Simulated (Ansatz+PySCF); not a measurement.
# singlet H₂O: levels of theory in one basis

```xyz
3

O     0.0000    0.0000   -0.2154
H     0.0000    1.3575    0.8616
H     0.0000   -1.3575    0.8616
```

Basis set: 6-31G (spherical functions). Frozen core: 1 orbital. Charge 0, multiplicity 1.

Computed with Ansatz (development build ahead of 0.2.0); each method stands on the lowest determinant of its kind that the runs found.

```
                            method  E − E(RHF) (eV)  <S²> of the determinant
                               RHF             0.00                     0.00
                               UHF            -3.39                     1.59
                           UHF-MP2            -5.17                     1.59
                          RHF-CCSD            -6.57                        –
                       RHF-CCSD(T)            -6.82                        –
                       UHF-CCSD(T)            -6.59                     1.59
full CI (lowest root of this spin)            -6.82                        –
```

Task: What does RHF-MP2 give on the same scale?

Result: -5.89 eV.

At such a shape the full CI root can have another spatial symmetry than the determinants, so the rows needn't describe one state.

Task: Is a single determinant a sound starting point here?

Result: It is doubtful. Unrestricted orbitals lower Hartree–Fock by 3.39 eV and <S²> is 1.59 where a pure state has 0.00, a sign of strong static correlation.

Caution for RHF, RHF-MP2, RHF-CCSD, RHF-CCSD(T): an unrestricted determinant lies well below. Caution for UHF, UHF-MP2, UHF-CCSD(T): the unrestricted determinant is a mixture of spin states. Caution for RHF-MP2, RHF-CCSD, RHF-CCSD(T): bonds are stretched, where a single reference can fail. Caution for UHF-MP2, UHF-CCSD(T): large amplitudes, a single reference is doubtful; a plain start can end on a higher determinant; another reference gives a lower total. Caution for UHF-CCSD(T): the program doubts this total.
